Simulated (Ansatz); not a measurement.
Basis-set extrapolation for `CNCSS` (PBE0-D4/def2-TZVP geometry, frozen core, Ansatz). Multiplicity 1, RHF reference.

```tsv
	def2-TZVPP	def2-QZVPP
HF	-929.387609	-929.416776
MP2 correlation	-0.918417	-0.988254
CCSD(T) correlation	-1.019009	not run
```

Energies in hartree. Use E(X) = E(∞) + A·exp(−7.88·√X) for Hartree–Fock and E(X) = E(∞) + B·X^(−2.97) for correlation, with X = 3 and 4, and add CCSD(T) minus MP2 of the smaller set to the MP2 limit.

What is the CCSD(T) energy at the basis-set limit?

HF limit: -929.416776 + (-0.029167) × 0.13774 = -929.42079. MP2 limit: -0.988254 + (-0.069837) × 0.74074 = -1.03999. Higher-order term: -1.019009 − (-0.918417) = -0.10059. Total: -930.56137 hartree, 4.21 eV below CCSD(T)/def2-TZVPP.
